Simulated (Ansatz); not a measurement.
# ClH3NSi: the cost of one run

The runs use Ansatz 0.2.0; UKS PBE-D4/def2-SVP.

## (1) The starting structure

SMILES `N[SiH]Cl`, 6 atoms, charge 0, spin multiplicity 2.

Atoms are counted from 1 here; the program's logs count them from 0.

Bond lengths: N1–Si2 1.744 Å, N1–H4 1.024 Å, N1–H5 1.024 Å, Si2–Cl3 2.104 Å, Si2–H6 1.517 Å. Angles: Si2–N1–H4 118.6°, Si2–N1–H5 120.5°, H4–N1–H5 111.1°, N1–Si2–Cl3 108.0°, N1–Si2–H6 104.9°, Cl3–Si2–H6 109.3°.

Coordinates:

```csv
atom,x (Å),y (Å),z (Å)
N1,-0.4857,0.2559,-0.7170
Si2,0.0829,-0.2972,0.8361
Cl3,1.5938,-1.7230,0.5059
H4,-0.9406,1.1718,-0.7755
H5,-0.8959,-0.4029,-1.3846
H6,0.6875,0.9315,1.4890
```

This geometry comes from a loose relaxation at PBE in a small basis, which is not shown.

## (3) Setting up the map

First coordinate, angle Cl3–Si2–H6: 15 values from 74.3 to 144.3 °. Second coordinate, angle H5–N1–H4: 15 values from 86.0 to 136.0 °.

Nothing else is relaxed (all other coordinates rigid). Energies count from the relaxed molecule at the same level.

(The set-up runs are not shown.)

## (4) Grid point angle Cl3–Si2–H6 = 144.3°, angle H5–N1–H4 = 125.3°

Input file input.yaml:

```yaml
crystal:
  periodic: [false, false, false]
  atoms:
    - { symbol: "N", position_ang: [-0.484264, 0.255716, -0.717616] }
    - { symbol: Si, position_ang: [0.083228, -0.298639, 0.83561] }
    - { symbol: Cl, position_ang: [0.511388, -2.215075, 0.082883] }
    - { symbol: H, position_ang: [-0.938105, 1.172273, -0.775417] }
    - { symbol: H, position_ang: [-0.727303, -0.561577, -1.284291] }
    - { symbol: H, position_ang: [0.685053, 0.93104, 1.48772] }
magnetization:
  spin_polarized: true
  initial_magnetization: 1
basis:
  gaussian: { orbitals: def2-SVP }
hamiltonian:
  xc: pbe
  dispersion: d4
output:
  forces: true
```

Started as:

```bash
ansatz run input.yaml --threads 1 --pin off --max-ram 2560MiB --backend cpu --events-out ev --progress --plain --runs-dir out
```

Q: Estimate wall time and peak memory on 1 thread of Arm Neoverse V2, shared host.

About 2 s, with a peak of 0.11 GiB.
